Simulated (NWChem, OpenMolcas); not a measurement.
**NWChem → OpenMolcas**

This NWChem 7.3.0 job computes singlet [BF2]+:

nw.nw:
```
start nw
title "BF2"
memory stack 880 mb heap 220 mb global 1100 mb
charge 1

geometry units angstroms noautosym nocenter noautoz
   F     0.513100   -1.044300    0.160000
   B     0.279000    0.240500    0.181300
   F    -0.802900    0.738900   -0.354600
end

basis spherical bse
   * library cc-pVTZ
end

dft
   xc xpbe96 cpbe96
   grid fine
   convergence energy 1e-08
   iterations 100
   mulliken
   print medium
end

task dft
```

```bash
$ nwchem nw.nw > nw.out
```

Geometry: relaxed at PBE0-D4/def2-TZVP. That shape belongs to the parent species and isn't relaxed for this state.

It gives a total energy of -224.057225 Eh.

Translate the job to OpenMolcas 26.06 as an input file of the program's own.

This input was run:

job.input:
```
>>> EXPORT MOLCAS_PRINT=2

&gateway
  baslib=$CurrDir
  coord
  3
  bohr
  F      0.96961847    -1.97344099     0.30235618
  B      0.52723359     0.45447913     0.34260735
  F     -1.51726111     1.39631863    -0.67009688
  basis=cc-pVTZ
  group=NoSym

&seward
  gridinput
  Grid=UltraFine
  End of Grid

&scf
  charge=1
  ksdft=PBE
  thresholds=1e-10 1e-07 1e-07 1e-05
  prorbitals=1 1
```

```bash
$ export MOLCAS_MEM=1860
$ pymolcas job.input > job.log
```

(Basis files named in the input come from the Basis Set Exchange and aren't shown.)

Its energy is -224.057224 Eh, 0.001 mEh from the first.
